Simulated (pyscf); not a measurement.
HO–Sn:–OH [singlet] + CH₃• → [O=Sn–OH]• + CH₄ (hydrogen abstraction; doublet surface; H–O broken, C–H formed). Single points on ωB97X-D3(BJ)/def2-SVP structures (PySCF, gas phase). Rate constants from transition-state theory, ωB97M-D3(BJ)/def2-TZVP energies (ideal gas, 1 atm, RRHO with modes under 100 cm⁻¹ raised to 100, one conformer, R ln 2 for chiral ones without a mode under 150 cm⁻¹; no tunnelling), k in cm³ molecule⁻¹ s⁻¹.

| T (K) | 1000/T | log10 k |
|---|---|---|
| 298 | 3.354 | -22.67 |
| 600 | 1.667 | -17.42 |
| 900 | 1.111 | -15.51 |
| 1200 | 0.833 | ? |

Task: Fit an Arrhenius line to the three values, give the activation energy, and predict k at 1200 K.

Result: Least squares gives log10 k = -12.05 − 3.17 × 1000/T, so Ea = 3.17 × ln 10 × 1.987 = 14.5 kcal/mol, against an electronic barrier of 13.8. At 1200 K the line gives -14.69; the computed value is -14.44 (ΔG‡ = 49.7 kcal/mol), a factor 1.8 over the line, since the plot is curved. On the product side the descent ends in a complex (not fully relaxed), 5.0 kcal/mol under the separated species and 8.9 kcal/mol under the saddle at ωB97X-D3(BJ)/def2-TZVP. One saddle was located; it need not be the lowest between these sides. The angle at the transferred H is 172°. Elements past Kr carry the def2 core potentials, without spin-orbit coupling.
